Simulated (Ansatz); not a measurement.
Input file:

```yaml
crystal:
  periodic: [false, false, false]
  atoms:
    - {symbol: O, position_ang: [0.000000, 0.000000, 0.000000]}
    - {symbol: C, position_ang: [0.000000, 0.000000, 2.092000]}
basis:
  gaussian: {orbitals: cc-pVDZ}
total_charge: 1
magnetization: {spin_polarized: true, initial_magnetization: 1}
hamiltonian: {xc: {name: B3LYP}}
```

```sh
$ ansatz run in.yaml --threads 1 --pin off --events-out ev --progress --plain --max-ram 3956MiB --backend cpu
```

The program prints:

```
262 factors; integrals over basis functions are off by at most 7.2e-4 eV
mean field evaluation 1: about -3022.6018 eV, gradient 8.1e1 eV
mean field evaluation 2: about -2721.5795 eV, gradient 1.5e2 eV
mean field evaluation 4: about -2944.0029 eV, gradient 1.2e2 eV
mean field evaluation 8: about -3043.1087 eV, gradient 4.3e1 eV
mean field evaluation 16: about -3061.8647 eV, gradient 1.7e-2 eV
mean field evaluation 32: about -3063.1779 eV, gradient 5.9e-1 eV
mean field evaluation 64: about -3061.5836 eV, gradient 4.5e-2 eV
mean field evaluation 96: about -3063.2339 eV, gradient 2.3e-2 eV
mean field evaluation 128: about -3062.1984 eV, gradient 5.3e-1 eV
mean field evaluation 160: about -3062.9997 eV, gradient 1.6e0 eV
mean field -3063.23392413 eV, -112.5717703771 hartree, gradient 2.0e-5 eV, S^2 1.711358; 14 other end points of the search recorded, 0 dependent functions left out
reference -3063.23405746 eV, -112.5717752771 hartree; 7, 6 occupied and 21, 22 virtual orbitals, 262 factors
Total energy: -3063.23405746 eV, -112.5717752771 hartree
```

Ran on 1 thread of AMD EPYC 7R13, shared host: 3.1 s wall, 0.13 GiB peak host memory.
